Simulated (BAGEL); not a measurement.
# C2H5F (SMILES CCF) at RI-MP2/aug-cc-pVDZ (density fitting with qzvpp-jkfit)

Aim: the energy change on altering one bond length of C2H5F at RI-MP2/aug-cc-pVDZ (density fitting with qzvpp-jkfit), from 2 runs. 

The calculation is run with BAGEL 1.2.2.

## 1. The molecule

The species is C2H5F (8 atoms), meant as a singlet with charge 0. SMILES: `CCF`. Geometry: relaxed at PBE0-D4/def2-TZVP.

Bond lengths: C1–C2 1.504 Å, C2–F3 1.386 Å, C1–H4 1.093 Å, C1–H5 1.092 Å, C1–H6 1.091 Å, C2–H7 1.094 Å, C2–H8 1.094 Å. Some angles: C1–C2–F3 110.1°, C1–C2–H7 111.6°, C1–C2–H8 111.6°, F3–C2–H7 107.4°, F3–C2–H8 107.4°, C2–C1–H4 109.9°, C2–C1–H5 110.8°, C2–C1–H6 110.8°, H7–C2–H8 108.6°, H4–C1–H5 108.4°.

## 2. A single-point energy at RI-MP2/aug-cc-pVDZ (density fitting with qzvpp-jkfit)

input.json reads:

```json
{ "bagel": [

{
  "title": "molecule",
  "basis": "aug-cc-pvdz.json",
  "df_basis": "qzvpp-jkfit",
  "angstrom": true,
  "geometry": [
    { "atom": "C", "xyz": [      -0.431700,       0.566900,      -0.264600 ] },
    { "atom": "C", "xyz": [       0.378400,      -0.599100,       0.230500 ] },
    { "atom": "F", "xyz": [       1.663300,      -0.186400,       0.546500 ] },
    { "atom": "H", "xyz": [      -1.443900,       0.237400,      -0.512600 ] },
    { "atom": "H", "xyz": [       0.018600,       0.998500,      -1.160400 ] },
    { "atom": "H", "xyz": [      -0.500300,       1.343000,       0.499800 ] },
    { "atom": "H", "xyz": [       0.464000,      -1.381500,      -0.529800 ] },
    { "atom": "H", "xyz": [      -0.056300,      -1.036000,       1.134800 ] }
  ]
},

{
  "title": "hf"
},

{
  "title": "mp2",
  "ncore": 3
}

]}
```

The basis set aug-cc-pVDZ is read from a file made from the Basis Set Exchange's data (not shown).

The run is started by

```console
$ BAGEL_NUM_THREADS=1 BAGEL input.json > input.out
```

What it wrote:

```text
* using 1 threads per process

  ===============================================================
  ===============================================================

  *** Geometry ***

  { "atom" : "C", "xyz" : [     -0.815795,      1.071286,     -0.500022 ] },
  { "atom" : "C", "xyz" : [      0.715072,     -1.132135,      0.435582 ] },
  { "atom" : "F", "xyz" : [      3.143181,     -0.352245,      1.032735 ] },
  { "atom" : "H", "xyz" : [     -2.728576,      0.448621,     -0.968674 ] },
  { "atom" : "H", "xyz" : [      0.035149,      1.886892,     -2.192838 ] },
  { "atom" : "H", "xyz" : [     -0.945430,      2.537902,      0.944485 ] },
  { "atom" : "H", "xyz" : [      0.876833,     -2.610657,     -1.001177 ] },
  { "atom" : "H", "xyz" : [     -0.106392,     -1.957756,      2.144461 ] },

  Number of auxiliary basis functions:      317

  Since a DF basis is specified, we compute 2- and 3-index integrals:
    o Being stored without compression. Storage requirement is 0.033 GB

  Number of basis functions:      114
  Number of electrons      :       26

    * METHOD: MOLECULE                             0.14

  *** RHF ***

  === Nuclear Repulsion ===
    79.4159691191

      * DIIS with orbital gradients will be used.

  === RHF iteration (aug-cc-pvdz.json) ===
      0       -177.86354750          0.01802790           0.04
      1       -178.04781353          0.00994538           0.04
      2       -178.10134762          0.00172741           0.04
      3       -178.10316701          0.00084555           0.04
      4       -178.10361553          0.00011078           0.04
      5       -178.10362614          0.00002816           0.04
      6       -178.10362686          0.00000824           0.04
      7       -178.10362694          0.00000272           0.04
      8       -178.10362695          0.00000083           0.04
      9       -178.10362695          0.00000023           0.04
     10       -178.10362695          0.00000006           0.04
     11       -178.10362695          0.00000003           0.04
     12       -178.10362695          0.00000001           0.04
    * SCF iteration converged.

    * Permanent dipole moment:
           (    0.789593,     0.172081,     0.211089) a.u.

    * METHOD: HF                                   0.59

  *** RHF ***

  === Nuclear Repulsion ===
    79.4159691191

      * DIIS with orbital gradients will be used.

  === RHF iteration (aug-cc-pvdz.json) ===
      0       -178.10362695          0.00000000           0.03
    * SCF iteration converged.

    * Permanent dipole moment:
           (    0.789593,     0.172081,     0.211089) a.u.

  === DF-MP2 calculation ===

    * freezing 3 orbitals
    * 3-index integral transformation done
    * assembly done

      MP2 correlation energy:   -0.5051051125      0.04

      MP2 total energy:       -178.6087320599

    * METHOD: MP2                                  0.13

  ===============================================================
```

Wall time 0.99 s (1 thread of Arm Neoverse V1, shared host); peak memory 0.1 GiB.

## 3. The distorted shape

job.json reads:

```json
{ "bagel" : [

{
  "title" : "molecule",
  "basis" : "aug-cc-pvdz.json",
  "df_basis" : "qzvpp-jkfit",
  "angstrom" : true,
  "geometry" : [
    { "atom" : "C", "xyz" : [      -0.656833,       0.351117,       0.183265 ] },
    { "atom" : "C", "xyz" : [       0.153267,      -0.814883,       0.678365 ] },
    { "atom" : "F", "xyz" : [       1.438167,      -0.402183,       0.994365 ] },
    { "atom" : "H", "xyz" : [      -1.669033,       0.021617,      -0.064735 ] },
    { "atom" : "H", "xyz" : [       0.018600,       0.998500,      -1.160400 ] },
    { "atom" : "H", "xyz" : [      -0.725433,       1.127217,       0.947665 ] },
    { "atom" : "H", "xyz" : [       0.238867,      -1.597283,      -0.081935 ] },
    { "atom" : "H", "xyz" : [      -0.281433,      -1.251783,       1.582665 ] }
  ]
},

{ "title" : "hf" },

{ "title" : "mp2", "ncore" : 3 }

]}
```

The basis set aug-cc-pVDZ is read from a file made from the Basis Set Exchange's data (not shown).

The run is started by

```console
$ BAGEL_NUM_THREADS=1 BAGEL job.json > job.out
```

What it wrote:

```text
* using 1 threads per process

  ===============================================================
  ===============================================================

  *** Geometry ***

  { "atom" : "C", "xyz" : [     -1.241234,      0.663515,      0.346321 ] },
  { "atom" : "C", "xyz" : [      0.289633,     -1.539906,      1.281924 ] },
  { "atom" : "F", "xyz" : [      2.717742,     -0.760016,      1.879078 ] },
  { "atom" : "H", "xyz" : [     -3.154015,      0.040850,     -0.122331 ] },
  { "atom" : "H", "xyz" : [      0.035149,      1.886892,     -2.192838 ] },
  { "atom" : "H", "xyz" : [     -1.370870,      2.130131,      1.790827 ] },
  { "atom" : "H", "xyz" : [      0.451393,     -3.018427,     -0.154835 ] },
  { "atom" : "H", "xyz" : [     -0.531831,     -2.365527,      2.990803 ] },

  Number of auxiliary basis functions:      317

  Since a DF basis is specified, we compute 2- and 3-index integrals:
    o Being stored without compression. Storage requirement is 0.033 GB

  Number of basis functions:      114
  Number of electrons      :       26

    * METHOD: MOLECULE                             0.14

  *** RHF ***

  === Nuclear Repulsion ===
    77.8494679285

      * DIIS with orbital gradients will be used.

  === RHF iteration (aug-cc-pvdz.json) ===
      0       -177.76168271          0.01811704           0.03
      1       -177.95252125          0.01097152           0.04
      2       -178.01791886          0.00177915           0.04
      3       -178.02025488          0.00073387           0.04
      4       -178.02060247          0.00015156           0.04
      5       -178.02062665          0.00003943           0.04
      6       -178.02062855          0.00001055           0.04
      7       -178.02062868          0.00000283           0.04
      8       -178.02062869          0.00000106           0.04
      9       -178.02062869          0.00000029           0.04
     10       -178.02062869          0.00000009           0.04
     11       -178.02062869          0.00000005           0.04
     12       -178.02062869          0.00000001           0.04
    * SCF iteration converged.

    * Permanent dipole moment:
           (    0.869764,     0.320163,    -0.035443) a.u.

    * METHOD: HF                                   0.58

  *** RHF ***

  === Nuclear Repulsion ===
    77.8494679285

      * DIIS with orbital gradients will be used.

  === RHF iteration (aug-cc-pvdz.json) ===
      0       -178.02062869          0.00000000           0.03
    * SCF iteration converged.

    * Permanent dipole moment:
           (    0.869763,     0.320163,    -0.035443) a.u.

  === DF-MP2 calculation ===

    * freezing 3 orbitals
    * 3-index integral transformation done
    * assembly done

      MP2 correlation energy:   -0.5125445205      0.04

      MP2 total energy:       -178.5331732112

    * METHOD: MP2                                  0.12

  ===============================================================
```

Wall time 0.99 s (1 thread of Arm Neoverse V1, shared host); peak memory 0.1 GiB.

## 4. Outcome

At RI-MP2/aug-cc-pVDZ (density fitting with qzvpp-jkfit), 3 core orbitals frozen:

| quantity | value |
| --- | --- |
| first shape: total energy | -178.60873 Eh |
| first shape: correlation energy (3 core orbitals frozen) | -505.1 mEh |
| distorted shape: total energy | -178.53317 Eh |
| distorted shape: correlation energy (3 core orbitals frozen) | -512.5 mEh |
| energy change with the C1–H5 bond stretched from 1.092 to 1.637 Å | 2.056 eV |

One bond (distorted shape) is far stretched, which a spin-restricted single reference describes badly; perturbation theory on it can break down and give far too much correlation. With the C1–H5 bond stretched from 1.092 to 1.637 Å the energy rises by 2.06 eV (47 kcal/mol). The first shape isn't relaxed at this level, so the change isn't measured from a minimum. A restricted reference can't describe the breaking bond well at this length.
